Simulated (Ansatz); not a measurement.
**B₂H₂ (singlet): from Hartree-Fock to the top rungs at scale of all distances = 1.304, 6-31G**

How much of the correlation energy of B₂H₂ (singlet) does each wave-function method recover here?

Program: Ansatz 0.2.0, Gaussian basis. Level of theory: 6-31G, core rule «outside noble gas», up to 2 orbitals frozen. These are calculated values, not measurements.

Plan: UHF; CCSD(T) on RHF; CCSD(T) on UHF; BCCD(T) on RHF; CISD; CCSDT(Q) on RHF; CCSDT(Q) on UHF; CISDTQ; CCSDTQ on RHF; CASSCF and MRCISD+Q, 2 electrons in 2 orbitals; CASSCF and NEVPT2, 2 electrons in 2 orbitals; CASSCF and MRCISD+Q, 8 electrons in 10 orbitals; CASSCF and NEVPT4(SD), 8 electrons in 10 orbitals; CASSCF and NEVPT2, 8 electrons in 10 orbitals; Full CI.

12 further runs of the same task are left out: 1 for a mislabelled method, 11 that didn't finish.

## 1. The system

The geometry derives from a PBE0/def2-TZVP stationary point (not a proven minimum). All distances are scaled together.

4 atoms, charge 0, spin multiplicity 1.

Atoms are counted from 1 here; the program's logs count them from 0.

No contacts short enough for the rule that draws bonds.

## 2. UHF

in.yaml reads:

```yaml
crystal:
  periodic: [false, false, false]
  atoms:
    - {symbol: B, position_ang: [0.000000, 0.000000, 0.981783]}
    - {symbol: B, position_ang: [0.000000, 0.000000, -1.316470]}
    - {symbol: H, position_ang: [0.000000, 1.335276, 1.794900]}
    - {symbol: H, position_ang: [0.000000, -1.335276, 1.794900]}
basis:
  gaussian: {orbitals: 6-31G}
magnetization: {spin_polarized: true, initial_magnetization: 0}
hamiltonian: {xc: hf}
output: {orbitals: {seedname: orbitals}}
```

Started as:

```console
ansatz run in.yaml --threads 1 --pin off --events-out ev --progress --plain --max-ram 2393MiB
```

The runs that follow: CCSD(T) on RHF; CCSD(T) on UHF; BCCD(T) on RHF; CISD; CCSDT(Q) on RHF; CCSDT(Q) on UHF; CISDTQ; CCSDTQ on RHF; CASSCF and MRCISD+Q, 2 electrons in 2 orbitals; CASSCF and NEVPT2, 2 electrons in 2 orbitals; CASSCF and MRCISD+Q, 8 electrons in 10 orbitals; CASSCF and NEVPT4(SD), 8 electrons in 10 orbitals; CASSCF and NEVPT2, 8 electrons in 10 orbitals; Full CI.

Q: Predict the results of all the runs planned. Wanted: FCI below the RHF energy; RMP2 from FCI; UMP2 from FCI; RCCSD from FCI; RCCSD(T) from FCI; UCCSD(T) from FCI; RCCSDT(Q) from FCI; UCCSDT(Q) from FCI; NEVPT2 pair from FCI.

The runs gave:

```
                         quantity                                                                                                                                                    value
         FCI below the RHF energy                                                                                                                                               -3.9771 eV
                    RMP2 from FCI                                                                                                                                              +1361.7 meV
                    UMP2 from FCI                                                                                                                                              +1449.0 meV
                   RCCSD from FCI                                                                                                                                               +133.3 meV
                RCCSD(T) from FCI                                                                                                                                                +37.0 meV
                UCCSD(T) from FCI                                                                                                                                                +38.2 meV
               RCCSDT(Q) from FCI                                                                                                                                                 +2.0 meV
               UCCSDT(Q) from FCI                                                                                                                                                 +2.6 meV
             NEVPT2 pair from FCI                                                                                                                                              +1216.1 meV
           MRCISD+Q pair from FCI                                                                                                                                                -24.3 meV
          NEVPT2 valence from FCI                                                                                                                                               +196.8 meV
levels within 1 kcal/mol (43 meV)  RCCSD(T), UCCSD(T), BCCD(T), RCCSDT, UCCSDT, CISDTQ, RCCSDT(Q), UCCSDT(Q), RCCSDTQ, MRCISD+Q pair, NEVPT4(SD) valence, MRCISD valence, MRCISD+Q valence
                    T1 diagnostic                                                                                                                                                    0.016
   effectively unpaired electrons                                                                                                                                                     0.19
```

What this shows: RCCSD(T) misses by +37.0 meV, 0.9 % of the correlation energy. MRCISD+Q pair falls below full CI: the +Q correction isn't variational, and the cores differ from full CI's. One determinant dominates. Of the multireference levels listed MRCISD+Q valence comes nearest in total energy (+5.0 meV), which doesn't show that its space is the better one. These misses are within one basis, not against nature.
